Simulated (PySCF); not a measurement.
Simulated outer-valence photoelectron spectrum of pentafluorophosphorane (`FP(F)(F)(F)F`). Computed with EOM-IP-CCSD/aug-cc-pVDZ in PySCF, restricted Hartree–Fock reference, frozen core, non-relativistic, gas phase, PBE0-D3(BJ)/def2-SVP geometry.

Each root has a Gaussian of 0.4 eV full width with its one-hole share as area; cross sections and vibrations are left out, and the highest printed point is 100.

ionisation energy (eV), intensity and a bar:
```
     14.9          0 
     15.0          2 
     15.1          8 ##
     15.2         24 #######
     15.3         54 ################
     15.4         84 #########################
     15.5         92 ############################
     15.6         72 ######################
     15.7         41 ############
     15.8         22 ######
     15.9         25 #######
     16.0         49 ###############
     16.1         81 ########################
     16.2        100 ##############################
     16.3         96 #############################
     16.4         80 ########################
     16.5         65 ###################
     16.6         50 ###############
     16.7         34 ##########
     16.8         27 ########
     16.9         34 ##########
     17.0         49 ###############
     17.1         61 ##################
     17.2         65 ####################
     17.3         63 ###################
     17.4         52 ################
     17.5         34 ##########
     17.6         17 #####
     17.7          6 ##
     17.8          2 
     17.9          0
```

**Question.** Where are the maxima, and how many lines lie under the curve?

**Answer.** 3 maxima, at 15.5, 16.2 and 17.2 eV, from 5 lines (7 roots with degenerate partners counted). At this width some lines have no maximum of their own.

**Question.** List the lines with their holes.

**Answer.** 
| E (eV) | leading hole (HF orbital) | area | Koopmans (eV) |
| --- | --- | --- | --- |
| 15.48 | HOMO/HOMO-1 | 1.90 | 18.09 |
| 16.20 | HOMO-2/HOMO-3 | 1.90 | 18.64 |
| 16.53 | HOMO-4 | 0.95 | 18.95 |
| 17.07 | HOMO-6 | 0.95 | 19.53 |
| 17.35 | HOMO-5 | 0.95 | 19.20 |

The widest gap, 0.72 eV, lies between 15.48 and 16.20 eV. Only orbitals with −ε under 21 eV, eight at most, were ionised, so the high end of the curve may lack lines.
